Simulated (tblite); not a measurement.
# C3H6: the cost of one run

Computed with tblite 0.8.0 and PySCF 2.14.0; each step states its level. No surroundings beyond the atoms listed, unless a continuum is named. Atoms count from 0, parts from 1.

### 1 Starting point

9 atoms, charge 0, multiplicity 1; geometry: rigid parts in contact. Parts: 1 = atoms 0–4, `C`, charge 0; 2 = atoms 5–8, `C#C`, charge 0.

### 2 Bringing the parts together with GFN2-xTB

The job: settings as JSON, then the geometry in Å.

```
{"job": {"kind": "dock", "xc": "GFN2-xTB", "basis": "xTB"}, "charge": 0, "multiplicity": 1, "parts": [{"atoms": "0-4", "charge": 0, "multiplicity": 1}, {"atoms": "5-8", "charge": 0, "multiplicity": 1}]}
C     -0.000040    -0.000150     0.000010
H     -0.583457    -0.812732    -0.412782
H     -0.461587     0.943854    -0.258836
H      0.042195    -0.097623     1.076797
H      1.002889    -0.033349    -0.405189
C     -2.100825     3.183709    -0.865563
C     -1.748380     2.942510     0.249101
H     -2.410672     3.395939    -1.845751
H     -1.438482     2.730251     1.229265
```

Level: GFN2-xTB search for minima from random contacts, gas phase.

Run with:

```
$ OMP_NUM_THREADS=1 python cluster_run.py task.json out
```

One launch serves the whole session: the jobs run in the order shown.

Q: Estimate the wall time of this first job on 1 thread of Arm Neoverse V1, shared host.

About 2.1 s.
